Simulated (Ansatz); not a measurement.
Results of PBEsol+SOC (PAW; Ansatz, a quantum-chemistry and plane-wave program) for rock-salt BaS.

Numerical settings: plane-wave cutoff 520 eV, 10×10×10 k mesh, Fermi–Dirac smearing 0.01 eV, PAW data made under PBE.

Computed points:

| V (Å³/atom) | E − E_lowest (meV/atom) |
|---|---|
| 29.821 | 18.57 |
| 30.455 | 7.94 |
| 31.090 | 1.91 |
| 31.724 | 0.00 |
| 32.358 | 1.78 |
| 32.993 | 6.86 |
| 33.627 | 14.90 |

### Question
Fit the third-order Birch–Murnaghan equation and give B0 and B′.

### Answer
V0 = 31.724 Å³/atom, B0 = 46.5 GPa, B′ = 4.5 (fit to the energies at full precision).

Measured, for comparison: equilibrium volume per atom 32.60 Å³/atom (room temperature, not corrected to a static lattice; as tabulated in Lucero et al. (2012), arXiv:1111.4515). Computed (rounded) less measured: equilibrium volume per atom -2.7 %.

The result took roughly 2.4 core-minutes.
